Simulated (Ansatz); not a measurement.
# How far each method lies from full CI for H$_{2}$O, singlet

Geometry: a point of a bend scan, not a stationary point.

```yaml
atoms:
  - { symbol: O, position_ang: [0.0000, -0.0349, 0.0000] }
  - { symbol: H, position_ang: [0.0000, 0.2767, -0.9075] }
  - { symbol: H, position_ang: [0.0000, 0.2767, 0.9075] }
```

Basis 6-31G; Ansatz 0.2.0. Correlated methods freeze the noble-gas cores, which leaves 8 electrons in 12 orbitals. R marks a restricted (for open shells ROHF) determinant. Active spaces: pair = (2e, 2o) about the gap; valence = (8e, 6o) chosen from the atoms' valence shells.

Full CI is exact within this basis and frozen core; it isn't the basis-set limit.

```
UHF ⟨S²⟩                          : 0.000
T1 diagnostic (RCCSD)             : 0.0071
largest doubles amplitude (RCCSD) : 0.054
```

| level | E − E(full CI) (kJ/mol) | share of correlation (%) | wall time |
| --- | --- | --- | --- |
| RHF | 351.5 | 0.00 | – |
| RMP2 | 20.1 | 94.29 | – |
| CISD | 17.2 | 95.10 | 0.06 s |
| RCCSD | 3.8 | 98.92 | – |
| RCCSD(T) | 1.4 | 99.61 | 0.09 s |
| BCCD(T) | 1.4 | 99.61 | 0.12 s |
| RCCSDT | 1.1 | 99.69 | – |
| RCCSDT(Q) | 0.0 | 100.01 | 0.27 s |
| RCCSDTQ | 0.0 | 99.99 | 0.96 s |
| CASSCF (pair space) | 299.8 | 14.70 | – |
| NEVPT2 (pair space) | 12.7 | 96.40 | 0.09 s |
| MRCISD (pair space) | 13.0 | 96.30 | – |
| MRCISD+Q (pair space) | 3.4 | 99.04 | 0.21 s |
| CASSCF (valence space) | 222.3 | 36.74 | – |
| NEVPT2 (valence space) | 27.8 | 92.09 | 0.09 s |
| MRCISD (valence space) | 7.9 | 97.77 | – |
| MRCISD+Q (valence space) | 2.5 | 99.29 | 0.36 s |

The correlation energy at full CI, counted from RHF, is -3.643 eV. That run took 0.69 s on 1 thread of Arm Neoverse V2, shared host over 61,441 determinants.

Times hold each run's SCF and search for its determinant on a shared host, so for small cases they say little of a method's own cost; they ran on 1 thread of Arm Neoverse V2.

The full-CI state has the irrep A1 of C2v, in the program's axes.

Natural occupations of full CI about the gap: 1.987 1.980 1.975 1.970 0.026 0.023 0.018 0.015 0.004 0.002; effectively unpaired electrons, Σ n²(2−n)², 0.02.
